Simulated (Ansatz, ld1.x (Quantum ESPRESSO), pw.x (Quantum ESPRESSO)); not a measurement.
# platinum (fcc): variants of one TM potential in the solid

```json
{
  "Element": "platinum",
  "Generator": "ld1.x (Quantum ESPRESSO) 7.5",
  "Type": "norm-conserving Troullier–Martins (Kleinman–Bylander form)",
  "Functional": "PBE",
  "Relativity": "scalar-relativistic",
  "Frozen core": "[Xe] 4f14",
  "Valence charge": "10",
  "Reference configuration": "5d9 6s1 6p0",
  "Partial waves": "6p (bound, empty): rc 3.65 bohr; 5d (bound): rc 2.00 bohr; 5f channel at 0.05 Ry: rc 3.95 bohr; 6s (bound): rc 2.20 bohr",
  "Local potential": "the s channel",
  "Core correction": "Bessel-smoothed model core inside 1.45 bohr"
}
```

Crystal test: fcc Pt in pw.x 7.5, no spin, 14³ k-points, Fermi–Dirac smearing 0.01 Ry, cutoffs set for each file from its atomic test. The reference is all-electron LAPW (Ansatz 0.2.0) with the same functional, mesh and smearing; V0 and B0 come from Birch–Murnaghan fits to the pressures at five volumes. Errors are pseudo minus all-electron; Δ is the rms difference of the E(V) curves that follow from these fits, minima aligned, over ±6 % about the mean V0. Mesh and smearing are coarse, so the numbers serve the comparison and aren't converged zero-temperature values; the lattice is a test structure that the element need not adopt.

All-electron: a0 = 3.973 Å (V0 = 15.67 Å³/atom), B0 = 245.3 GPa.

Base: The largest radius (3.95 bohr) exceeds half the bond length (2.65 bohr), so the spheres overlap, which is one possible source of error among others.

```tsv
change	cutoffs (Ry)	pw.x	a0 (Å)	a0 error (%)	B0 error (%)	Δ (meV/atom)	mean pressure error (GPa)
base	60/240	converged	3.983	+0.27	-2.8	6.7	+1.99
wave 5d (bound): rc 2.00 bohr becomes 5d (bound): rc 1.40 bohr	100/400	converged	3.985	+0.31	-3.3	7.7	+2.27
wave 5d (bound): rc 2.00 bohr becomes 5d (bound): rc 1.72 bohr	75/300	converged	3.984	+0.28	-3.0	7.0	+2.06
wave 5d (bound): rc 2.00 bohr becomes 5d (bound): rc 2.08 bohr	70/280	converged	3.984	+0.29	-3.0	7.1	+2.11
wave 5d (bound): rc 2.00 bohr becomes 5d (bound): rc 2.42 bohr	60/240	converged	3.985	+0.32	-2.8	8.0	+2.36
wave 5d (bound): rc 2.00 bohr becomes 5d (bound): rc 2.88 bohr	55/220	converged	3.992	+0.50	-3.4	12.3	+3.69
```
